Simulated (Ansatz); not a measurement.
## Reading a saddle point

A first-order saddle point of SiNH$_{6}$F, closed shell, PBE0-D4/def2-TZVP, with one imaginary mode of 619i cm⁻¹:

Si1  (-0.588, -0.037, -0.627)
F2  (1.402, 0.715, -0.888)
H3  (-0.141, -1.028, -1.624)
H4  (-1.891, -0.613, -0.134)
H5  (-0.954, 1.344, -0.999)
H6  (1.230, 0.342, 0.305)
N7  (0.378, -0.122, 0.956)
H8  (0.542, -1.058, 1.306)
H9  (0.022, 0.458, 1.705)
(Å)

Ansatz 0.2.0; basis: def2-TZVPP and def2-QZVPP; cores frozen in the correlated methods. Extrapolation: Hartree–Fock as exp(−7.88 √X), correlation as X^−2.97.

(1) Which contacts change along the imaginary mode, and what lies on either side? (A judgement: the text doesn't fix the answer.)

(2) Which side is lower, and how far does the saddle lie above each? (An estimate is asked for; the value comes from the calculation.)

No T1 diagnostic of these runs exceeds 0.012.

Answers

(1) Computed: The step is SiH₃F ([F][SiH3]) + NH₃ → SiNH₅ ([NH2][SiH3]) + HF, with the molecules in contact on both sides. Shortening one way: Si1–N7, F2–H6; lengthening the same way: Si1–F2, H6–N7.
| pair | one side (Å) | saddle (Å) | other side (Å) |
| --- | --- | --- | --- |
| Si1–N7 | 2.81 | 1.86 | 1.75 |
| F2–H6 | 2.87 | 1.26 | 0.96 |
| Si1–F2 | 1.61 | 2.14 | 3.57 |
| H6–N7 | 1.01 | 1.17 | 1.69 |

(2) The calculation gives: The side with Si1–F2, H6–N7 short is lower by 56.7 kJ/mol; the saddle lies 132.2 kJ/mol above it and 75.5 kJ/mol above the other (CCSD(T) at an estimated basis limit (MP2 extrapolated from triple and quadruple zeta, plus CCSD(T) − MP2 in triple zeta); electronic energies).

The step is the kind of exchange with an N–H group that builds nitride films in atomic layer and chemical vapour deposition.

Labels in which every atom is bracketed show which atoms are joined, not bond orders.

For scale, one of the runs: CCSD(T)/def2-TZVPP, 188 basis functions, launched by `ansatz run in.yaml --threads 2 --pin off --events-out ev --progress --plain --max-ram 4352MiB`. Time: 45 s of wall clock on 2 CPU threads of an Arm Neoverse V1; the host was shared. Peak host memory: 2 GiB.
